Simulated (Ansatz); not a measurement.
## [H···H···Cl], doublet: transfer scan

Starting geometry:

```xyz
3

H     0.0000    0.0000   -1.0520
H     0.0000    0.0000   -0.3070
Cl    0.0000    0.0000    1.3590
```

From there H2 is moved from one fragment to the other while all else, the fragments' distance too, stays fixed; atoms are numbered as listed. Energies are in kJ/mol, counted from the starting geometry at the same level. Kohn–Sham curves are unrestricted where that lies lower.

Basis cc-pVTZ; Ansatz 0.2.0. Only valence electrons are correlated (noble-gas cores frozen). Prefix R: restricted or restricted open-shell reference; prefix U: unrestricted. Active spaces: valence = (9e, 6o) chosen from the atoms' valence shells.

Runs in a small pair space aren't shown, since their orbitals change along the scan.

Full CI isn't at hand for all of this; UCCSDT(Q) serves as the reference, and is uncertain by about the last step of the cluster series. The frozen core follows each run's orbitals, which can shift R against U totals by a few meV.

```tsv
distance H1-H2 (Å)	UCCSDT(Q)	curve A	curve B	curve C	curve D
0.693	6.4	4.7	10.9	9.1	5.7
0.745	0.0	0.0	0.0	0.0	0.0
0.790	-0.3	1.2	-3.9	-2.1	0.2
0.835	1.9	4.6	-4.9	-1.2	2.2
0.880	4.7	8.1	-4.6	1.3	4.1
0.926	7.0	10.5	-4.0	4.2	4.3
0.971	8.2	11.1	-3.3	7.1	2.5
1.016	8.4	10.1	-2.4	9.8	-0.7
1.061	8.5	8.6	-0.6	13.0	-3.7
```

(1) The curves come from B3LYP, CASSCF (valence space), UMP2, r2SCAN. Compare each with UCCSDT(Q) and say which is which.

## Answers

(1) A: CASSCF (valence space), B: r2SCAN, C: B3LYP, D: UMP2. Spread of the error against UCCSDT(Q), over the points where both stand: A 5.2, B 15.9, C 7.9, D 12.6 kJ/mol.
